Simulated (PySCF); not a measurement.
## SMILES CN(C)P1C=C1, C4H8NP

Molfile (atoms numbered from 1):
```
C4H8NP
     RDKit          3D

 14 14  0  0  0  0  0  0  0  0999 V2000
   -0.7672    1.0044   -0.3163 C   0  0  0  0  0  0  0  0  0  0  0  0
   -0.6087   -0.3866   -0.0043 N   0  0  0  0  0  0  0  0  0  0  0  0
   -1.8236   -1.1032    0.2739 C   0  0  0  0  0  0  0  0  0  0  0  0
    0.8699   -1.2477    0.1795 P   0  0  0  0  0  0  0  0  0  0  0  0
    2.1634   -0.0419    0.5716 C   0  0  0  0  0  0  0  0  0  0  0  0
    2.1391   -0.3260   -0.7179 C   0  0  0  0  0  0  0  0  0  0  0  0
    0.2097    1.4756   -0.4956 H   0  0  0  0  0  0  0  0  0  0  0  0
   -1.2597    1.5585    0.5071 H   0  0  0  0  0  0  0  0  0  0  0  0
   -1.3813    1.1508   -1.2259 H   0  0  0  0  0  0  0  0  0  0  0  0
   -2.5200   -1.0825   -0.5866 H   0  0  0  0  0  0  0  0  0  0  0  0
   -1.5943   -2.1581    0.4920 H   0  0  0  0  0  0  0  0  0  0  0  0
   -2.3643   -0.6887    1.1479 H   0  0  0  0  0  0  0  0  0  0  0  0
    2.6665    0.6067    1.2925 H   0  0  0  0  0  0  0  0  0  0  0  0
    2.6122   -0.0485   -1.6628 H   0  0  0  0  0  0  0  0  0  0  0  0
  1  2  1  0
  2  3  1  0
  2  4  1  0
  4  5  1  0
  5  6  2  0
  6  4  1  0
  1  7  1  0
  1  8  1  0
  1  9  1  0
  3 10  1  0
  3 11  1  0
  3 12  1  0
  5 13  1  0
  6 14  1  0
M  END
```

Computed with GIAO CAM-B3LYP/pcSseg-1 magnetisability, rotational g tensor and spin-rotation constants, non-relativistic, gas phase (PySCF). Geometry: PBE0-D3(BJ)/def2-SVP.

Q: Give the nuclear spin-rotation constants along the inertial axes (H = +C I·J) beside the isotropic shieldings.

A: Rotational constants 5.6899, 2.2459, 1.8235 GHz. A star marks the isotopologue with that one atom substituted, in its own axes.
| atom | isotope | Caa (kHz) | Cbb (kHz) | Ccc (kHz) | mean (kHz) | σ (ppm) |
| --- | --- | --- | --- | --- | --- | --- |
| N2 | 14N | 0.214 | 0.113 | 0.091 | 0.139 | 222.3 |
| P4 | 31P | 5.282 | 1.937 | 3.523 | 3.581 | 458.0 |
| H7 | 1H | 0.056 | -0.150 | -0.203 | -0.099 | 28.7 |
| H8 | 1H | -0.391 | -0.218 | -0.032 | -0.214 | 29.7 |
| H9 | 1H | -0.328 | -0.213 | -0.053 | -0.198 | 29.6 |
| H10 | 1H | -0.304 | -0.199 | -0.048 | -0.183 | 28.9 |
| H11 | 1H | -0.495 | 0.097 | -0.209 | -0.202 | 28.2 |
| H12 | 1H | -0.396 | -0.203 | -0.016 | -0.205 | 29.0 |
| H13 | 1H | -0.267 | -0.148 | 0.084 | -0.110 | 22.4 |
| H14 | 1H | -0.250 | -0.129 | 0.059 | -0.106 | 22.5 |
| C1 | 13C* | 1.145 | 0.307 | 0.286 | 0.579 | 152.1 |
| C5 | 13C* | 1.944 | 0.658 | 0.796 | 1.133 | 25.9 |

For the geometry as given, no vibrational averaging.

Q: How do the rotational constants and the g tensor change when H7, H8, H9, H10, H11, H12, H13, H14 are replaced by deuterium?

A: Constants 4.4993, 1.8842, 1.5398 GHz; g -0.0193, -0.0088, -0.0161, against -0.0224, -0.0112, -0.0189 before.
